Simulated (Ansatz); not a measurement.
# AlH3 (charge -1), SMILES [AlH3-]: a composite energy at a relaxed geometry

With Ansatz 0.2.0 through its Python package.

Interactive session:
```pycon
>>> import ansatz
>>> from ase import Atoms
>>> import numpy as np
>>> atoms = Atoms(["Al", "H", "H", "H"], positions=[
...     [0.001, -0.0022, 0.3993],
...     [-0.9108, -1.1987, -0.1374],
...     [-0.5838, 1.3889, -0.1241],
...     [1.4936, -0.188, -0.1377],
... ])
>>> mol = ansatz.Crystal.molecule_from_ase(atoms)
>>> setup = mol.calculation()
>>> setup = setup.basis(gaussian="def2-SVP")
>>> setup = setup.functional("B3LYP").charge(-1)
>>> setup = setup.spin("collinear", total=1)
>>> symbols = [site.symbol for site in mol.cartesian_sites]
>>> start = np.array([site.position_ang for site in mol.cartesian_sites], dtype=float)
>>> summary = setup.relax(force_tolerance=0.01).run(threads=1).report
>>> end = np.array(summary["positions_ang"])
>>> print("final positions (A) and the move of each atom")
final positions (A) and the move of each atom
>>> for symbol, xyz, old in zip(symbols, end, start):
...     print(f"{symbol:2s} {xyz[0]:10.5f} {xyz[1]:10.5f} {xyz[2]:10.5f}   {np.linalg.norm(xyz - old):7.4f}")
...
Al    0.00093   -0.00209    0.38281    0.0165
H    -0.94460   -1.24328   -0.13206    0.0562
H    -0.60548    1.44044   -0.11826    0.0562
H     1.54916   -0.19507   -0.13238    0.0563
>>> minimum = ansatz.Crystal.molecule()
>>> for symbol, place in zip(symbols, end):
...     minimum = minimum.atom(symbol, place.tolist())
...
>>> at_minimum = minimum.calculation().charge(-1).spin("collinear", total=1)
>>> # MP2 extrapolated to the basis limit, plus the small-basis difference CCSD(T) - MP2
>>> level = lambda method, basis: at_minimum.basis(gaussian=basis).correlation(method).run(threads=1).report
>>> small, large, cluster = level("mp2", "cc-pVDZ"), level("mp2", "cc-pVTZ"), level("ccsd_t", "cc-pVDZ")
>>> corr = lambda each: (each["free_energy_ev"] - each["reference_energy_ev"]) / 27.211386246
>>> mp2_limit = (27 * corr(large) - 8 * corr(small)) / 19
>>> pieces = {"HF / cc-pVTZ": large["reference_energy_ev"] / 27.211386246, "MP2 correlation, DZ-TZ limit": mp2_limit, "CCSD(T) - MP2 / cc-pVDZ": corr(cluster) - corr(small)}
>>> for name, value in pieces.items():
...     print(f"{name:32s} {value:14.6f} Ha")
...
HF / cc-pVTZ                        -243.637487 Ha
MP2 correlation, DZ-TZ limit          -0.111884 Ha
CCSD(T) - MP2 / cc-pVDZ               -0.027847 Ha
>>> print(f"{'sum':32s} {sum(pieces.values()):14.6f} Ha")
sum                                 -243.777218 Ha
>>> print("T1 diagnostic", round(cluster["correlation"]["coupled_cluster"]["t1_diagnostic"], 4))
T1 diagnostic 0.0134
```

Notes:
- Total energies depend on the basis set; only differences at equal settings carry meaning.
- The sum leaves out core correlation, relativity, the Hartree-Fock basis error and zero-point energy; a DZ-TZ extrapolation is rough.
- The run takes the species as open-shell (spin multiplicity 2), which needn't be its ground state.
- b3lyp holds the VWN-RPA fit, as in Gaussian; the form of ORCA and Turbomole is b3lyp5.
- Inner cores stay frozen, so this is valence correlation.
- For Al to Cl the sets with a tight d function, cc-pV(X+d)Z, are usual.
- An extrapolation from small basis sets is rough.
- Anions want diffuse functions, which this basis lacks.
- Finished in 3.8 s on 1 thread of Arm Neoverse V2, on a shared host, peak memory 0.18 GiB.
